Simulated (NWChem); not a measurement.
# SiO (SMILES O=[Si]): name the method

SiO has 2 atoms, charge 0, and is taken as a singlet. SMILES: `O=[Si]`. Geometry: relaxed at PBE0-D4/def2-TZVP.

```tsv
atom	x (Å)	y (Å)	z (Å)
O	-0.6407	0.2315	-0.3240
Si	0.6407	-0.2315	0.3240
```

A calculation with NWChem 7.3.0 gave:

* total energy: -361.8449 Eh
* dipole moment: 2.91 D
* HOMO energy: -11.56 eV
* LUMO energy: 1.72 eV
* HOMO–LUMO gap: 13.28 eV
* largest force: 2.000 eV/Å

Which of these levels gave the numbers?
A. HF/3-21G
B. B3LYP/6-31G* (Cartesian functions)
C. HF/STO-3G
D. B3LYP/6-31G* (spherical functions)

A. The others give -364.7198 Eh (B3LYP/6-31G* (Cartesian functions)), -364.7163 Eh (B3LYP/6-31G* (spherical functions)), -359.3985 Eh (HF/STO-3G).
